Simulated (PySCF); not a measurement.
Two species compared at the same levels of theory.

First species: H6NPSi.
Geometry (GFN2-xTB, Å), atoms numbered from 1 in this order:
```
atom  x, y, z in Å
N1    -1.3691    0.7249   -0.0782
Si2   -0.2278   -0.4618    0.4163
P3     1.5519   -0.0608   -0.8856
H4    -1.3940    1.0155   -1.0425
H5    -2.2969    0.7193    0.3109
H6    -0.0134   -0.2403    1.8488
H7    -0.5997   -1.8699    0.2008
H8     2.3986   -0.8848   -0.1700
H9     1.9640    1.0638   -0.1983
```

Second species: C4H7OP.
InChI=1S/C4H7OP/c1-3-4-6(2)5/h6H,1-2H3

Levels: PBE0/def2-SVPD for dipole moment, HOMO energy, LUMO energy, HOMO–LUMO gap, static isotropic polarisability and electronic spatial extent ⟨r²⟩ about the centre of nuclear charge; TDDFT PBE0/def2-SVPD for lowest singlet excitation; TDA PBE0/def2-SVPD for lowest triplet excitation (Tamm–Dancoff); GFN2-xTB for rotational constant A and rotational constant C. Geometries: GFN2-xTB. Each species is one conformer at its optimised geometry, gas phase, non-relativistic unless stated; the electronic structure was computed with PySCF and density fitting.

The conformers computed, where there is a choice (atom-mapped SMILES and torsion angles):
- `[NH2:1][SiH2:2][PH2:3]`: H–N1–Si2–P3 34°, H–N1–Si2–P3 175°, H–P3–Si2–N1 168°, H–P3–Si2–N1 75°

| property | column X | column Y |
| --- | --- | --- |
| dipole moment | 4.91 D | 1.05 D |
| HOMO energy | -7.82 eV | -7.37 eV |
| LUMO energy | -0.19 eV | 0.04 eV |
| HOMO–LUMO gap | 7.63 eV | 7.41 eV |
| lowest singlet excitation | 6.00 eV | 6.13 eV |
| lowest triplet excitation (Tamm–Dancoff) | 4.95 eV | 5.49 eV |
| static isotropic polarisability | 75.3 au | 63.5 au |
| electronic spatial extent ⟨r²⟩ about the centre of nuclear charge | 979 bohr² | 420 bohr² |
| rotational constant A | 6.494 GHz | 14.810 GHz |
| rotational constant C | 1.223 GHz | 3.173 GHz |

**Question.** Which column belongs to which species?

**Answer.** Column X is the second species and column Y the first. The first has 9 atoms and 42 electrons, the second 13 and 54.

**Question.** How does each property change from the first species to the second?

**Answer.** dipole moment +3.86 D; HOMO energy -0.45 eV; LUMO energy -0.23 eV; HOMO–LUMO gap +0.22 eV; lowest singlet excitation -0.13 eV; lowest triplet excitation (Tamm–Dancoff) -0.54 eV; static isotropic polarisability +11.8 au; electronic spatial extent ⟨r²⟩ about the centre of nuclear charge +559 bohr²; rotational constant A -8.316 GHz; rotational constant C -1.950 GHz.

On the first: No computed singlet falls in the visible range (750 to 380 nm, 1.65 to 3.26 eV); S1 lies 2.87 eV above its blue end. The principal polarisabilities are 55.5, 59.9 and 75.1 au; their mean is the isotropic value.

On the second: S1 lies 1.63 eV below the HOMO–LUMO gap; its leading configuration is HOMO−2→LUMO, weight 0.28, beside HOMO−1→LUMO, weight 0.22. The principal polarisabilities are 58.3, 64.1 and 103.6 au; their mean is the isotropic value. GFN2-xTB frequencies show an imaginary mode (34i cm⁻¹), so this geometry is no minimum at that level.
